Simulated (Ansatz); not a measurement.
Computed with frozen-core CCSD(T)/def2-TZVPP // CAM-B3LYP-D3(BJ)/def2-TZVP (Ansatz, a quantum-chemistry and plane-wave program). The restricted HF reference is unstable towards unrestricted orbitals.

Ansatz 0.2 input:
```yaml
crystal:
  periodic: [false, false, false]
  atoms:
    - { symbol: C, position_ang: [-0.972749, 0.388293, 0.026868] }
    - { symbol: C, position_ang: [0.036553, -0.461962, 0.134077] }
    - { symbol: C, position_ang: [1.383967, -0.101647, -0.174352] }
    - { symbol: N, position_ang: [2.47046, 0.169723, -0.417265] }
    - { symbol: H, position_ang: [-0.823821, 1.407167, -0.302795] }
    - { symbol: H, position_ang: [-1.979808, 0.080146, 0.269087] }
    - { symbol: H, position_ang: [-0.114602, -1.481719, 0.464381] }
basis:
  gaussian: { orbitals: def2-TZVPP }
correlation:
  method: ccsd_t
```

Output:

```
Functional definition: HF
1004 factors; integrals over basis functions are off by at most 1.0e-3 eV
mean field evaluation 1: about -4618.5516 eV, gradient 3.3e1 eV
mean field evaluation 2: about -4618.5613 eV, gradient 3.3e1 eV
mean field evaluation 4: about -4621.3096 eV, gradient 5.4e0 eV
mean field evaluation 8: about -4621.3969 eV, gradient 2.7e-4 eV
mean field evaluation 16: about -4621.3865 eV, gradient 2.6e-1 eV
mean field -4621.39692641 eV, -169.8332045502 hartree, gradient 1.6e-6 eV, S^2 0.000000; 0 other end points of the search recorded, 0 dependent functions left out; unrestricted orbitals would lower it
4 core orbitals not correlated
reference -4621.39692641 eV, -169.8332045502 hartree; 10, 10 occupied and 152, 152 virtual orbitals, 1004 factors
second order -17.72875321 eV of doubles, -0.00000000 eV of singles
cycle   1  -17.54668035 eV  change    1.8e-1 eV  update   1.0e-1
cycle   2  -18.08250528 eV  change   -5.4e-1 eV  update   3.4e-2
cycle   3  -18.20566267 eV  change   -1.2e-1 eV  update   1.6e-2
cycle   4  -18.20327921 eV  change    2.4e-3 eV  update   4.6e-3
cycle   5  -18.20577198 eV  change   -2.5e-3 eV  update   2.1e-3
cycle   6  -18.20655038 eV  change   -7.8e-4 eV  update   5.0e-4
cycle   7  -18.20647175 eV  change    7.9e-5 eV  update   2.5e-4
cycle   8  -18.20644403 eV  change    2.8e-5 eV  update   8.7e-5
cycle   9  -18.20644367 eV  change    3.6e-7 eV  update   3.8e-5
cycle  10  -18.20642278 eV  change    2.1e-5 eV  update   1.1e-5
perturbative correction -0.92324276 eV, -0.0339285455 hartree
Total energy: -4640.52659195 eV, -170.5362067922 hartree
```

Cost: about 50 core-seconds (a rough figure).
